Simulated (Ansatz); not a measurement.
How methods differ on NO (nitric oxide)

The species is NO (2 atoms), meant as a doublet with charge 0. As SMILES, `[N]=O`. The shape was relaxed beforehand at wB97X-V/def2-SVP.

| atom | x (Å) | y (Å) | z (Å) |
| --- | --- | --- | --- |
| N | -0.4858 | 0.1778 | -0.2451 |
| O | 0.4858 | -0.1778 | 0.2451 |

Each level gives the adiabatic ionisation energy (to the singlet cation, shapes relaxed at wB97X-V/def2-SVP, no zero-point term) (eV). The values are calculated.

| level | kind | program | value (eV) | less CCSD(T)/def2-TZVPP |
| --- | --- | --- | --- | --- |
| UBLYP/def2-TZVPP | GGA | Ansatz | 9.47 | +0.39 |
| UPBE/def2-TZVPP | GGA | Ansatz | 9.46 | +0.38 |
| U-r2SCAN/def2-TZVPP | meta-GGA | Ansatz | 9.55 | +0.47 |
| UB3LYP/def2-TZVPP | global hybrid | Ansatz | 9.66 | +0.58 |
| UPBE0-D4/def2-TZVPP | global hybrid | Ansatz | 9.54 | +0.46 |
| U-wB97M-V/def2-TZVPP | range-separated hybrid | Ansatz | 9.30 | +0.22 |
| UMP2/def2-TZVPP | perturbation theory | Ansatz | 8.78 | -0.30 |
| UCCSD(T)/def2-TZVPP | coupled cluster or CI | Ansatz | 9.08 | 0.00 |

UCCSD(T)/def2-TZVPP is the highest level here, not the true value. The values span 8.78 to 9.66 eV.
